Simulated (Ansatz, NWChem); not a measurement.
# Worked example: vertical energy of the triplet above the singlet of C4H6S (2,3-dihydrothiophene)

C4H6S: 11 atoms, total charge 0, spin state singlet. As SMILES, `C1=CSCC1`. The coordinates come from a PBE0-D4/def2-TZVP relaxation. This is one conformer, not always the lowest.

Both states at this one shape; open shells run unrestricted unless said. 1 Eh = 27.2114 eV.

| level | program | singlet C4H6S (Eh) | triplet C4H6S (Eh) |
| --- | --- | --- | --- |
| HF/3-21G | Ansatz | -549.635447 | -549.515839 |
| PBE/def2-SVP | NWChem | -553.582390 | -553.448721 |
| M06-2X/def2-SVP | NWChem | -553.869649 | -553.724392 |

Q: Work out the vertical gap, second state less first, at each level.

A: 
1. HF/3-21G: -549.515839 − (-549.635447) = 0.119608 Eh = 3.25 eV.
2. PBE/def2-SVP: -553.448721 − (-553.582390) = 0.133669 Eh = 3.64 eV.
3. M06-2X/def2-SVP: -553.724392 − (-553.869649) = 0.145257 Eh = 3.95 eV.

No measured value is set beside it here; the levels span 3.25 to 3.95 eV. Hartree–Fock favours the state with fewer electron pairs, since it lacks pair correlation.
